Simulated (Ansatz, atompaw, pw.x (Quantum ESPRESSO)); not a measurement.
## What a changed setting does to a pw.x run (fcc Al)

Potential: PAW, atompaw 4.2.0.5, PBE; core [Ne], reference 3s2 3p1; waves: 3s (bound): rc 2.20 bohr; 3s channel at 3.65 Ry: rc 2.20 bohr; 3p (bound): rc 2.20 bohr; 3p channel at 0.25 Ry: rc 2.20 bohr; 3d channel at -0.1 Ry: rc 1.90 bohr; 3d channel at 0.45 Ry: rc 2.20 bohr; local part: bessel scheme, radius 1.70 bohr; core correction: smooth core density matched at 1.15 bohr; augmentation: gaussian compensation charge, radius 2.00 bohr; PAW radius 2.20 bohr; waves and projectors: custom polynom2 7 10 vanderbiltortho.

The reference run (k-mesh 14³, cutoffs 40/400 Ry, Fermi–Dirac 0.01 Ry, mixing_beta 0.4, conv_thr 1e-9, no spin) gives -0.10 GPa at 16.527 Å³/atom, where all-electron LAPW gives -0.17 GPa. This run, with its own iteration cap, changes conv_thr to 1e-12.

```
&control
  calculation='scf', prefix='x', pseudo_dir='./', outdir='./tmp', tstress=.true., disk_io='none'
/
&system
  ibrav=0, nat=1, ntyp=1, ecutwfc=40, ecutrho=400, nbnd=8,
  occupations='smearing', smearing='fd', degauss=0.01
/
&electrons
  conv_thr=1e-12, mixing_beta=0.4, electron_maxstep=60
/
ATOMIC_SPECIES
Al 1.0 Al.UPF
CELL_PARAMETERS angstrom
  0.00000000 2.02172157 2.02172157
  2.02172157 0.00000000 2.02172157
  2.02172157 2.02172157 0.00000000
ATOMIC_POSITIONS crystal
Al 0.0000 0.0000 0.0000
K_POINTS automatic
14 14 14 0 0 0
```

```bash
pw.x < Al.scf.in > Al.scf.out
```

Problem. How does the run end?

Solution. It converges in 10 iterations; the free energy moves by +0.0 meV/atom and the pressure by +0.00 GPa. The result is that of the reference run.

```
Message from routine setup:
     using ibrav=0 with symmetry is DISCOURAGED, use correct ibrav instead
     lattice parameter (alat)  =       5.4030  a.u.
     unit-cell volume          =     111.5297 (a.u.)^3
     number of electrons       =         3.00
     number of Kohn-Sham states=            8
     kinetic-energy cutoff     =      40.0000  Ry
     charge density cutoff     =     400.0000  Ry
     scf convergence threshold =      1.0E-12
     Exchange-correlation= SLA PW PBX PBC
     number of k points=   104  Fermi-Dirac smearing, width (Ry)=  0.0100
     negative rho (up, down):  2.045E-02 0.000E+00
     iteration #  1     ecut=    40.00 Ry     beta= 0.40
     negative rho (up, down):  1.783E-02 0.000E+00
     total energy              =     -39.50334752 Ry
     estimated scf accuracy    <       0.00544379 Ry
     iteration #  2     ecut=    40.00 Ry     beta= 0.40
     negative rho (up, down):  1.403E-02 0.000E+00
     total energy              =     -39.50280070 Ry
     estimated scf accuracy    <       0.00185927 Ry
     iteration #  3     ecut=    40.00 Ry     beta= 0.40
     negative rho (up, down):  1.406E-02 0.000E+00
     total energy              =     -39.50285395 Ry
     estimated scf accuracy    <       0.00000224 Ry
     [... 4 iterations left out ...]
     iteration #  8     ecut=    40.00 Ry     beta= 0.40
     negative rho (up, down):  1.406E-02 0.000E+00
     total energy              =     -39.50286879 Ry
     estimated scf accuracy    <          4.8E-11 Ry
     iteration #  9     ecut=    40.00 Ry     beta= 0.40
     negative rho (up, down):  1.406E-02 0.000E+00
     total energy              =     -39.50286879 Ry
     estimated scf accuracy    <          1.2E-11 Ry
     iteration # 10     ecut=    40.00 Ry     beta= 0.40
     negative rho (up, down):  1.406E-02 0.000E+00
     the Fermi energy is     7.9356 ev
!    total energy              =     -39.50286879 Ry
     estimated scf accuracy    <          9.7E-14 Ry
     smearing contrib. (-TS)   =      -0.00207559 Ry
     The total energy is F=E-TS. E is the sum of the following terms:
     one-electron contribution =       3.15653128 Ry
     hartree contribution      =       0.01093691 Ry
     xc contribution           =      -5.63539888 Ry
     ewald contribution        =      -5.40030859 Ry
     one-center paw contrib.   =     -31.63255393 Ry
     convergence has been achieved in  10 iterations
     negative rho (up, down):  1.406E-02 0.000E+00
          total   stress  (Ry/bohr**3)                   (kbar)     P=       -1.01
     Message from routine punch:
     Nothing written, as per user request (disk_io='none')
```

The run took about 8.4 s on one core of a shared host (Intel(R) Xeon(R) 6975P-C, 192 threads, 1512 GiB, load 74).
